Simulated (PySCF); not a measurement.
Rock-salt NaCl: PBE at its full settings () and at cheaper ones, in a cell of 2 atoms.

```csv
level and setting,lattice constant a (Å),bulk modulus (GPa),band gap (eV)
PBE (PySCF),5.698,23.7,5.12
PBE/GTH-DZVP (PySCF),5.725,23.6,5.10
PBE/GTH-SZV (PySCF),5.784,25.5,4.76
```

Largest shifts from the full settings: lattice constant a +1.51 % (PBE/GTH-SZV), against a difference of +2.32 % of the full result from the reference 5.569 Å (measured, static lattice: zero-point anharmonic expansion removed; as tabulated in Mejia-Rodriguez and Trickey (2018), arXiv:1807.09216); bulk modulus +7.6 % (PBE/GTH-SZV), against a difference of -14.1 % of the full result from the reference 27.6 GPa (measured, 0 K value with the zero-point phonon effect removed; as tabulated in Mejia-Rodriguez and Trickey (2018), arXiv:1807.09216); band gap -0.36 eV (PBE/GTH-SZV), against a difference of -3.85 eV of the full result from the reference 8.97 eV (measured, low temperature, zero-point motion not removed; as tabulated in Chen et al. (2018), doi:10.1103/physrevmaterials.2.073803).

The full settings aren't shown to be converged themselves.

Density-functional gaps are differences of (generalised) Kohn–Sham levels.

Cells: PBE at the level's own relaxed cell for 2 of them, at the measured cell for 1 of them; PBE/GTH-DZVP at the level's own equilibrium cell for 2 of them, at the measured cell for 1 of them; PBE/GTH-SZV at the level's own equilibrium cell for 2 of them, at the measured cell for 1 of them.

Run with cheap settings on purpose, which may leave them unconverged: PBE/GTH-DZVP, PBE/GTH-SZV.
